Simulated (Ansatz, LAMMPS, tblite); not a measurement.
**Lattice parameter a of rutile TiO₂: levels of theory against measurement**

Reference value: 4.587 Å (measured, 15 K, no zero-point or thermal correction; as tabulated in Burdett, Hughbanks, Miller, Richardson, Smith, powder neutron diffraction …).

### Question
What do ionic model pedone2006, GFN2-xTB, LDA, PBE, r²SCAN give, and how far is each from the reference?

### Answer

```
level (code)                                 value (Å)  difference (%)
-------------------------------------------  ---------  --------------
ionic model pedone2006 (rigid ions, LAMMPS)      4.572           -0.33
GFN2-xTB (tblite)                                4.271           -6.89
LDA (Ansatz)                                     4.548           -0.85
PBE (Ansatz)                                     4.644           +1.24
r²SCAN (Ansatz)                                  4.597           +0.22
```

Leaving aside ionic model pedone2006, which can be fitted to such values or carry a doubt: Nearest, and too close to rank with a margin of 0.33 % (twice that across the reference) picked here for doubts on the reference and the settings, and for temperature and zero-point motion: r²SCAN (+0.22 %), LDA (-0.85 %). Farthest off: GFN2-xTB (-6.89 %). Within 1 %: LDA, r²SCAN.

The reference has no zero-point or thermal correction, while the calculations are for a static lattice, so the differences are not the levels' errors alone. A static lattice is as a rule a little smaller than the measured one.  GFN2-xTB: the method was fitted mainly to molecules. GFN2-xTB: the run uses a supercell at the zone centre in place of a k mesh. Cutoffs differ between the levels. Ansatz's density-functional and Hartree–Fock values are scalar-relativistic unless marked +SOC, with PAW data made under PBE.

Empirical potentials (ionic model pedone2006) are fitted to chosen data, which need not cover the solid at hand: agreement can be built in, and what lay outside the fit can be far off.

Differences are worked out from the printed values.

Ansatz is a quantum-chemistry and plane-wave program.
